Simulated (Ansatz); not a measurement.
Two isomers of C4H9N: A = `CN1CCC1`, B = `C=C(C)CN`.

Isolated molecules relaxed with PBE0-D4/def2-TZVP in Ansatz; ΔE leaves out vibrations. CBS: MP2 limit from def2 TZ/QZ plus the TZ coupled-cluster correction, frozen cores. Functionals use def2-TZVPP. B3LYP here is the variant with VWN-RPA as its local correlation; programs differ in this. Each species was taken in one conformer, which may not be the lowest.

**Question.** Which isomer does CCSD(T)/CBS put lower? Give the gap. (Best estimate.)

**Answer.** Computed: B, by 15.7 kcal/mol.

**Question.** Give E(B) − E(A) in kcal/mol with MP2/def2-TZVPP, PBE-D4, CCSD(T)/def2-TZVPP, CCSD/def2-TZVPP, PBE0-D4, B2PLYP, B3LYP-D4. (Estimate.)

**Answer.** Computed: MP2/def2-TZVPP -13.9, PBE-D4 -13.0, CCSD(T)/def2-TZVPP -14.8, CCSD/def2-TZVPP -14.6, PBE0-D4 -12.0, B2PLYP -16.0, B3LYP-D4 -16.6. None reverses the order clearly.

Largest T1 diagnostic: 0.010.

From PBE to PBE0 (25 % exact exchange), in def2-TZVPP and without D4, E(B) − E(A) moves by +1.1 kcal/mol. In def2-TZVPP, CCSD(T) changes the Hartree–Fock value by +2.2 kcal/mol (the triples alone add −0.2 kcal/mol) and MP2 by +3.0 kcal/mol.
